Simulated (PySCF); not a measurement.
Q: What does the PBE0-D3(BJ)/def2-SVP structure of `CC[PH](=O)CC` look like in three dimensions?

A: 
```
atom  x, y, z in Å
C1    -2.306    0.280   -0.097
C2    -1.485   -0.948    0.263
P3     0.281   -0.874   -0.180
O4     1.045   -2.135    0.072
C5     0.972    0.589    0.662
C6     2.480    0.674    0.466
H7    -1.994    1.166    0.476
H8    -3.373    0.114    0.113
H9    -2.218    0.526   -1.168
H10   -1.518   -1.166    1.344
H11   -1.864   -1.854   -0.239
H12    0.228   -0.448   -1.549
H13    0.455    1.495    0.304
H14    0.724    0.473    1.731
H15    2.740    0.847   -0.590
H16    2.912    1.495    1.057
H17    2.954   -0.270    0.773
```

Any rigid rotation of these coordinates is as good. Atoms count from 1 in this order. P3 (phosphoryl phosphorus) is distorted tetrahedral (angles from 102.0° to 115.5°). Of the pairs four or more bonds apart, O4···H17 is among the closest relative to their van der Waals radii: 2.76 Å, 101 % of the sum of Bondi's values.

Bonds between heavy atoms (Å): C1–C2 1.521, C2–P3 1.822, P3=O4 1.496, P3–C5 1.824, C5–C6 1.523.

Theory: PySCF 2.14.0, PBE0-D3(BJ)/def2-SVP geometry optimisation, gas phase.

Point group: C1 (no symmetry element, even within 0.4 Å). Stationary, but not proved a minimum. The numbers are those of one conformer (C1–C2–P3–O4 -175°, C2–P3–C5–C6 175°).

Hardware: one thread, Arm Neoverse V1 (aarch64), shared host. Cost: 75 s, 0.63 GiB resident at most. These figures are those of the optimisation.
